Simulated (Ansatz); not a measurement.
fcc Cu

Method: r²SCANh (plane waves, PAW; Ansatz, a first-principles code).

Numerical settings: plane-wave cutoff 520 eV, 16×16×16 k mesh, Fermi–Dirac smearing 0.05 eV, no spin polarisation, scalar-relativistic PAW data made under PBE.

Cell (relaxed at this level):

Space group Fm-3m (No. 225); a = b = c = 3.583 Å, α = β = γ = 90.00°

```
atom  site  symmetry       x       y       z
----  ----  --------  ------  ------  ------
Cu      4a      m-3m  0.0000  0.0000  0.0000
```
(The calculation used a cell of 1 atom; values per cell refer to that cell.)

For fcc Cu, the bulk modulus B0 is 154 GPa and the pressure derivative B′ of the bulk modulus is 5.1.

Measured, for comparison: bulk modulus 144 GPa (0 K value with the zero-point phonon effect removed, our sources range from 140 to 145; as tabulated in Mejia-Rodriguez and Trickey (2018), arXiv:1807.09216). Computed (rounded) less measured: bulk modulus +7 % (+6 % to +10 % over the range).

Static lattice: no zero-point or thermal effects.
